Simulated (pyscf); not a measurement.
Single points on ωB97X-D3(BJ)/def2-SVP structures (PySCF, gas phase).

**Question.** AsH₃ + GeH₄ → H₃Ge–AsH₂ + H₂
Surface: singlet. Broken: As–H, Ge–H. Formed: As–Ge, H–H. Give ΔE‡ and ΔE from ωB97M-D3(BJ)/def2-TZVP, relative to the separated reactants.

**Answer.** ΔE‡ = 72.6 kcal/mol, ΔE = -2.6 kcal/mol. Zero-point energy shifts the barrier by -0.7 kcal/mol. It is a four-centre exchange, with an imaginary mode of 1781i cm⁻¹. At the saddle there is also a short Ge–H contact that neither side keeps. From the product side, GeH₃• + AsH₂• + H₂ lies, by one bond made or cut, 13.5 kcal/mol under this saddle at ωB97M-D3(BJ)/def2-TZVP. This is the saddle that the search found; another between the same sides may lie lower. Elements up to Kr have no core potential and no relativistic terms here.
